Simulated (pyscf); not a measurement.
Structures and frequencies: ωB97X-D3(BJ)/def2-SVP in PySCF.

**Question.** For the elementary gas-phase step H₃Si–Cl + SiH₄ → H₃Si–SiH₃ + HCl (singlet surface; Cl–Si, H–Si broken, Si–Si, Cl–H formed), what barrier and reaction energy does M06-2X/def2-TZVP give, measured from the separated reactants?

**Answer.** ΔE‡ = 250.0 kJ/mol, ΔE = +100.6 kJ/mol. CCSD(T)/def2-TZVPP + ΔMP2(QZVPP) gives 253.3 kJ/mol and +89.7 kJ/mol. Zero-point energy shifts the barrier by -1.4 kJ/mol. It is a four-centre exchange, with an imaginary mode of 1009i cm⁻¹. At the saddle there is also a short H–Si contact that neither side keeps. One saddle was located; it need not be the lowest between these sides. The CCSD(T) − MP2 part came from Ansatz, without density fitting, on the same reference.
